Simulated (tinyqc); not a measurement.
Worked calculation: extended Hueckel theory, for LiH+. The parameters take no account of the charge, which enters only through the electron count. Computed by tinyqc, a small Python program that keeps every step (integrals from PySCF). Settings: charge = 1, K = 1.75, weighted = 1, multiplicity = 2. Command: `OMP_NUM_THREADS=1 python tinyqc.py 20171 20172 out.jsonl` (the two numbers bound the seeds that draw the settings). One thread of a shared host (Intel(R) Xeon(R) Processor @ 2.60GHz), about 0.01 s of CPU time with the checks.

## Overlaps

Geometry (angstrom):
```
atom,x,y,z
Li,0.00000,0.00000,0.00000
H,0.00000,0.00000,1.80100
```

Parameters chosen for this run:
```
element,shell,Slater exponent,H_ii (eV)
H,1s,1.30000,-13.60000
Li,2s,0.65000,-5.40000
Li,2p,0.65000,-3.50000
```

Slater orbitals, each expanded in six Gaussians scaled to its exponent.

overlap S:
```
,1Li 2s,1Li 2px,1Li 2py,1Li 2pz,2H 1s
1Li 2s,1.00000,0.00000,0.00000,0.00000,0.32660
1Li 2px,0.00000,1.00000,0.00000,0.00000,0.00000
1Li 2py,0.00000,0.00000,1.00000,0.00000,0.00000
1Li 2pz,0.00000,0.00000,0.00000,1.00000,0.45487
2H 1s,0.32660,0.00000,0.00000,0.45487,1.00000
```

## Wolfsberg-Helmholz matrix

diagonal H_ii (eV): 1Li 2s -5.40000, 1Li 2px -3.50000, 1Li 2py -3.50000, 1Li 2pz -3.50000, 2H 1s -13.60000

K = 1.75000

H_ij = K' S_ij (H_ii + H_jj)/2 for i != j (the diagonal keeps H_ii), with K' = K + D^2 + D^4 (1 - K), D = (H_ii - H_jj)/(H_ii + H_jj), K = 1.75.

H (eV):
```
,1Li 2s,1Li 2px,1Li 2py,1Li 2pz,2H 1s
1Li 2s,-5.40000,0.00000,0.00000,0.00000,-5.92684
1Li 2px,0.00000,-3.50000,0.00000,0.00000,0.00000
1Li 2py,0.00000,0.00000,-3.50000,0.00000,0.00000
1Li 2pz,0.00000,0.00000,0.00000,-3.50000,-7.80779
2H 1s,-5.92684,0.00000,0.00000,-7.80779,-13.60000
```

## Orbitals

valence electrons = 1

Solve H C = S C e through S^(-1/2); fill by pairs from the bottom, a degenerate level sharing its electrons equally; each orbital has its largest coefficient positive (the first on a tie).

orbital energies (eV): -14.00842  -4.82004  -3.50000  -3.50000  4.20941

occupations: 1.00000  0.00000  0.00000  0.00000  0.00000

coefficients:
```
,MO1,MO2,MO3,MO4,MO5
1Li 2s,0.13933,0.87016,0.00000,0.00000,0.61547
1Li 2px,0.00000,0.00000,0.86103,-0.50856,0.00000
1Li 2py,0.00000,0.00000,0.50856,0.86103,0.00000
1Li 2pz,0.12123,-0.49321,0.00000,0.00000,1.02151
2H 1s,0.88729,-0.11594,0.00000,0.00000,-0.81000
```

sum of one-electron energies = -14.00842 eV

Within a degenerate level the vectors are fixed only up to a rotation; this is one choice.

## Mulliken analysis

P = C n C^T; charge = valence electrons (H 1, Li 1) minus the sum of (P S)_ii on the atom; overlap population = 2 sum P_ij S_ij between two atoms.

charges: 1Li 0.87659, 2H 0.12341

Overlap populations:
```
pair,value
2-1,0.178607
```
